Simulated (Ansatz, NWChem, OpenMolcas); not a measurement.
**CS (carbon monosulfide): the HOMO–LUMO gap, rung by rung**

The species is CS (2 atoms), meant as a singlet with charge 0. As SMILES, `[C-]#[S+]`. The bond length is the measured one.

```xyz
2

C     0.0000    0.0000    0.0000
S     0.0000    0.0000    1.5349
```

Quantity: the HOMO–LUMO gap, in eV. The values are calculated.

```tsv
level	kind	program	value (eV)
mPWPW91/cc-pVTZ	density functional	NWChem	4.04
B3LYP/cc-pVTZ	global hybrid	OpenMolcas	6.11
BHLYP/cc-pVTZ	global hybrid	NWChem	9.24
M06-2X/cc-pVTZ	hybrid meta-GGA	OpenMolcas	8.96
PBE0/cc-pVTZ	global hybrid	OpenMolcas	6.59
r2SCAN0/cc-pVTZ	hybrid meta-GGA	Ansatz	6.92
CAM-B3LYP/cc-pVTZ	range-separated hybrid	NWChem	9.31
wB97M-V/cc-pVTZ	range-separated hybrid	Ansatz	11.31
```

The values span 4.04 to 11.31 eV. Orbital gaps aren't excitation energies.
